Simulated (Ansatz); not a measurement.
The reference is Si in the diamond structure (space group Fd-3m, No. 227).

```cif
data_Si8
_chemical_formula_sum 'Si8'
_space_group_name_H-M_alt 'Fd-3m :1'
_space_group_IT_number 227
_space_group_name_Hall 'F 4d 2 3 -1d'
_cell_length_a 5.47028
_cell_length_b 5.47028
_cell_length_c 5.47028
_cell_angle_alpha 90.000
_cell_angle_beta 90.000
_cell_angle_gamma 90.000
loop_
_atom_site_label
_atom_site_type_symbol
_atom_site_symmetry_multiplicity
_atom_site_Wyckoff_symbol
_atom_site_fract_x
_atom_site_fract_y
_atom_site_fract_z
_atom_site_occupancy
Si1 Si 8 b 0.50000 0.50000 0.50000 1
```
(The calculation used a cell of 2 atoms; values per cell refer to that cell.)

Levels (all Ansatz, an electronic-structure program, PAW): PBE (420 eV, without spin-orbit coupling); r2SCAN (500 eV, spin-orbit coupling left out).

Levels that relaxed their own cell: PBE and r2SCAN.

```tsv
level	band gap	lattice parameter a
PBE	0.61 eV	5.470 Å
r2SCAN	0.78 eV	5.444 Å
```

Measured: band gap 1.23 eV (static lattice; corrected from measurement; as listed in Wei Chen et al., Physical Review Materials (2018)); lattice parameter a 5.421 Å (static lattice; corrected from measurement; as listed in Daniel Mejia-Rodriguez, S. B. Trickey, Phys. Rev. B (2018)).

Computed minus measured — band gap: PBE -0.62 eV, r2SCAN -0.45 eV (closest: r2SCAN); lattice parameter a: PBE +0.9 %, r2SCAN +0.4 % (closest: r2SCAN). A measured gap can be an optical one, lowered by exciton binding.

Gaps are read on the SCF mesh and a high-symmetry path. Whether these cells are dynamically stable was not tested.
